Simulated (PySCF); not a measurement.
**How good is the calculation?**

Bonds (- single, = double, # triple, : aromatic): C1=C2 1.328 Å, C2-C3 1.411 Å, C3#C4 1.203 Å, C4-C5 1.445 Å. C1 carries H6, H7; C2 carries H8; C5 carries H9, H10, H11. H6 is cis to C3; H7 is trans to C3.

Theoretical values (PySCF 2.14): spin–spin couplings from B3LYP/pcJ-1 (without the spin–dipole term), coordinates at the GFN2-xTB level, GIAO PBE0/pcSseg-1 shieldings. Single conformer, no relativistic terms, equivalent nuclei averaged, in vacuum.

Reference values: measured (solution, not stated per compound (mostly CDCl3 or CCl4); Pretsch, Buehlmann, Badertscher, Structure Determination of Organic Compounds, 4th ed. (2009)).
| atoms | quantity | reference | computed | computed, scaled |
| --- | --- | --- | --- | --- |
| H8 | δ ¹H | 5.62 | 6.03 | 5.78 |
| H6 | δ ¹H | 5.39 | 5.91 | 5.67 |
| H7 | δ ¹H | 5.24 | 5.68 | 5.44 |

Computed shifts are σ(ref) − σ with the named reference compound (TMS for H and C) calculated as an isolated molecule at the same level. The measured values may be among those fitted. Empirical linear scaling, fitted to shifts measured mostly in CDCl3 for H and C (δ vs TMS): ¹H (scatter 0.17 ppm rms, 0.18 ppm with the 4 outliers that the fit left out). Occasional misses reach two or three times the rms, and more in compound classes unlike the fitted ones.

Coupling constants in Hz:
| coupling | reference | computed | source |
| --- | --- | --- | --- |
| ³J(H8,H7) cis | 11.1 | 12.8 | measured; solution (compiled); Pretsch, Buehlmann, Badertscher, Structure Determination of Organic Compounds, 4th ed., Springer 2009 |
| ³J(H8,H6) trans | 17.0 | 18.9 | measured; solution (compiled); Pretsch, Buehlmann, Badertscher, Structure Determination of Organic Compounds, 4th ed., Springer 2009 |
| ²J(H6,H7) | 2.3 | 0.7 | measured; solution (compiled); Pretsch, Buehlmann, Badertscher, Structure Determination of Organic Compounds, 4th ed., Springer 2009 |

**Question.** How far are the unscaled ¹H shifts from the references?

**Answer.** Mean signed difference +0.46 ppm, mean absolute 0.46 ppm over 3 comparisons; the largest is +0.52 ppm at H6 (hydrogen on a terminal =CH2 carbon).

Unscaled 3J(H,H) at this level run about 10 % above measured values.
